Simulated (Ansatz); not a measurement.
# BCl: basis-set convergence

Aim: see how fast density functionals and correlated methods converge with the basis set for BCl.

Computed with Ansatz 0.2.0, Gaussian basis. Level: one geometry, several basis sets.

Plan: PBE0-D4/def2-SVP; ωB97M-V/def2-SVP; PBE0-D4/def2-QZVPP; ωB97M-V/def2-QZVPP; CCSD(T)/cc-pV(D+d)Z; CCSD(T)/cc-pV(T+d)Z; CCSD(T)/cc-pV(Q+d)Z; the functionals' def2-TZVPP values are taken from earlier runs.

### Step 1. Structure used throughout

An earlier PBE0-D4 in a triple-zeta def2 set relaxation fixed the geometry.

2 atoms, charge 0, spin multiplicity 1.

Atoms are counted from 1 here; the program's logs count them from 0.

Bond lengths: B1–Cl2 1.718 Å.

Geometry (Å):

```xyz
2
BCl
B     0.0000    0.0000   -0.0697
Cl    0.0000    0.0000    1.6482
```

### Step 2. PBE0-D4 in def2-SVP

File in.yaml:

```yaml
crystal:
  periodic: [false, false, false]
  atoms:
    - {symbol: B, position_ang: [-0.000000, -0.000000, -0.069701]}
    - {symbol: Cl, position_ang: [0.000000, 0.000000, 1.648231]}
basis:
  gaussian: {orbitals: def2-SVP}
hamiltonian: {xc: pbe0, dispersion: d4}
output: {orbitals: {seedname: orbitals}}
```

The run is started by

```console
$ ansatz run in.yaml --threads 2 --pin off --events-out ev --progress --plain --max-ram 22528MiB --backend cpu
```

Further steps of the session: ωB97M-V in def2-SVP; PBE0-D4 in def2-QZVPP; ωB97M-V in def2-QZVPP; CCSD(T) in cc-pV(D+d)Z; CCSD(T) in cc-pV(T+d)Z; CCSD(T) in cc-pV(Q+d)Z.

Before running them: what should the planned runs give, taken together? Wanted: MP2 correlation recovered, cc-pV(D+d)Z; MP2 correlation recovered, cc-pV(T+d)Z; MP2 correlation recovered, cc-pV(Q+d)Z; CCSD(T) limit from def2 sets; PBE0-D4: double and triple zeta above quadruple; ωB97M-V: double and triple zeta above quadruple.

The runs gave:

```
                                                                 quantity          value
                                   MP2 correlation recovered, cc-pV(D+d)Z         66.3 %
                                   MP2 correlation recovered, cc-pV(T+d)Z         86.6 %
                                   MP2 correlation recovered, cc-pV(Q+d)Z         94.4 %
CCSD(T) limit from def2 sets (earlier runs) less the limit of this series        -59 meV
                          PBE0-D4: double and triple zeta above quadruple  5.46, 0.40 eV
                          ωB97M-V: double and triple zeta above quadruple  5.43, 0.38 eV
```

What this shows: For PBE0-D4 the step from double to triple zeta gains 5.06 eV and the next only 0.40 eV. Correlation climbs from 66 % (cc-pV(D+d)Z) to 94 % (cc-pV(Q+d)Z) of the limit; Hartree-Fock is 0.039 eV from its own by then. A limit from the def2 sets, made apart, differs by 59 meV, a least measure of the doubt on such a limit. These are total energies; as a rule much of such shifts cancels in differences, which this series doesn't test.
